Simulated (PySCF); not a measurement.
Computed with B3LYP-D3(BJ)/def2-TZVP // PBE0-D3(BJ)/def2-SVP run with PySCF. All species are isolated molecules in the gas phase. B3LYP has the VWN-RPA correlation part, as in Gaussian. Delta-SCF ions had no search for a lower state. 

Reference species (SMILES): `S` (neutral, multiplicity 1).

```json
{
 "dipole_moment": "1.11 D",
 "vertical ionisation energy (Delta-SCF)": "10.40 eV"
}
```

Changed species: `C#N` (free base NCH; the reference has free base H2S).

Task: What does the change do to the dipole moment and vertical ionisation energy (Delta-SCF)?

Result: the dipole moment increases by 1.94 D, to 3.05 D; the vertical ionisation energy (Delta-SCF) goes up by 3.27 eV, to 13.67 eV.
